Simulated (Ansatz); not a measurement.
Mulliken charges of C₂H₄FN (`N/C=C\F`) from ωB97M-V/def2-TZVPP in Ansatz (PBE0-D4/def2-TZVP geometry).

| atom | x (Å) | y (Å) | z (Å) | charge (e) |
| --- | --- | --- | --- | --- |
| N1 | -0.262 | 1.162 | -0.396 | -0.246 |
| C2 | 0.211 | 0.154 | 0.426 | -0.018 |
| C3 | 0.356 | -1.118 | 0.082 | 0.045 |
| F4 | -0.041 | -1.547 | -1.137 | -0.228 |
| H5 | -0.749 | 0.836 | -1.216 | 0.127 |
| H6 | -0.766 | 1.894 | 0.078 | 0.124 |
| H7 | 0.549 | 0.452 | 1.411 | 0.099 |
| H8 | 0.795 | -1.890 | 0.696 | 0.096 |

Problem. By hand: the dipole of these point charges (1 e Å = 4.8032 D).

Solution. Σ q r = (0.027, 0.218, 0.414) e Å, of length 0.469 e Å = 2.25 D.

Problem. How does the dipole of the full density compare? (Estimate.)

Solution. Computed: (-0.167, 0.254, 0.281) e Å, 1.99 D; the point charges give 1.13 times that, at 30° from its direction.

Point charges leave out the atoms' own dipoles, such as those of lone pairs, and Mulliken's split depends on the basis, so the two needn't agree.
